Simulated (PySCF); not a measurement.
# C4H4N2: the cost of one run

Computed with PySCF 2.14.0 and routines of our own; the level stands in each step. Atoms count from 0.

## 1. The starting structure

10 atoms, charge 0, multiplicity 1; geometry from: PBE0/def2-SVP.

## 2. Excited-state relaxation: TDA PBE0/def2-SVP

What the job is given:

```
{"job": {"kind": "xopt", "state": "S1", "method": "TDA", "freq": false, "xc": "PBE0", "basis": "def2-SVP", "grid": 1}, "charge": 0, "multiplicity": 1}
C      1.101908    -0.749363     0.032761
C      1.166166     0.645920     0.013993
N      0.070090     1.397368    -0.023996
C     -1.090651     0.749403    -0.043057
C     -1.154911    -0.645880    -0.024288
N     -0.058830    -1.397309     0.013681
H      2.017256    -1.351372     0.064082
H      2.132975     1.161941     0.029987
H     -2.006005     1.351431    -0.073924
H     -2.121714    -1.161898    -0.040730
```

With the program's defaults for keys left out, this is: TDA PBE0/def2-SVP excited-state geometry optimisation, gas phase.

The run is started by

```bash
$ OMP_NUM_THREADS=1 python excited_run.py task.json out
```

This one command runs all jobs of the session in turn.

Q: Estimate the wall time and peak memory of this first job on 1 thread of Arm Neoverse V2, shared host.

About 73 s, with a peak of 0.53 GiB.
